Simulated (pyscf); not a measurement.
Single points on ωB97X-D3(BJ)/def2-SVP structures (PySCF, gas phase).

Task: PBE/def2-TZVP puts the barrier of `[OH][BH][F]` + `[FH]` → `[OH][B]([F])[F]` + `[H][H]` (four-centre exchange; singlet surface; B–H, F–H broken, B–F, H–H formed) at 76.0 kJ/mol and the reaction energy at -118.9 kJ/mol, from the separated reactants. What do B3LYP-D3(BJ)/def2-TZVP, PBE0-D3(BJ)/def2-TZVP, ωB97M-D3(BJ)/def2-TZVP give on the same structures?

Result: B3LYP-D3(BJ): ΔE‡ = 103.0 kJ/mol, ΔE = -123.2 kJ/mol; PBE0-D3(BJ): ΔE‡ = 90.0 kJ/mol, ΔE = -119.6 kJ/mol; ωB97M-D3(BJ): ΔE‡ = 100.9 kJ/mol, ΔE = -121.8 kJ/mol. PBE's barrier lies under all of them, by 13.9 to 27.0 kJ/mol. Its reaction energy matches one of them and lies within 4.3 kJ/mol of the others. Low barriers are usual for a GGA, whose delocalisation error favours stretched bonds. On the reactant side the descent ends in a complex, 18.0 kJ/mol under the separated species and 121.7 kJ/mol under the saddle at ωB97X-D3(BJ)/def2-TZVP. The same reactants have a lower exit, to F–BH–F + H₂O (barrier +54.8 kJ/mol at ωB97M-D3(BJ)/def2-TZVP, against +100.9 kJ/mol here). One saddle was located; it need not be the lowest between these sides.
